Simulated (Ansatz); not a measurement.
Ansatz (an electronic-structure program) input file for BeH, SMILES [BeH+], charge +1, PBE0/def2-TZVPD. Geometry optimised at PBE0-D3(BJ)/def2-TZVPD. The multiplicity is an assumed one; other spin states were not compared.

Ansatz 0.2 input:
```yaml
crystal:
  periodic: [false, false, false]
  atoms:
    - {symbol: Be, position_ang: [0.00000000, 0.00000000, -0.26472971]}
    - {symbol: H, position_ang: [0.00000000, 0.00000000, 1.05891886]}
basis:
  gaussian:
    orbitals: def2-TZVPD
hamiltonian:
  xc: {name: PBE0}
total_charge: 1
```

Program output:

```
WARN ansatz: RAYON_NUM_THREADS=1 ignored (pool sized by the plan → 1); use --threads N
Functional definition: PBE0
integrals: 0.00 GiB planned
208 factors; their error is unknown
mean field: 0.05 GiB planned
mean field evaluation 1: about -405.0217 eV, gradient 1.5e1 eV
mean field evaluation 2: about -405.6881 eV, gradient 5.6e0 eV
mean field evaluation 4: about -405.8481 eV, gradient 4.7e-2 eV
mean field evaluation 8: about -405.8446 eV, gradient 4.2e-5 eV
mean field -405.84458792 eV, -14.9145135147 hartree, gradient 4.8e-5 eV, S^2 0.000000; 0 other end points of the search recorded, 0 dependent functions left out
reference -405.84460492 eV, -14.9145141395 hartree; 2, 2 occupied and 29, 29 virtual orbitals, 208 factors
Total energy: -405.84460492 eV, -14.9145141395 hartree
```

The calculation finished and met its thresholds.
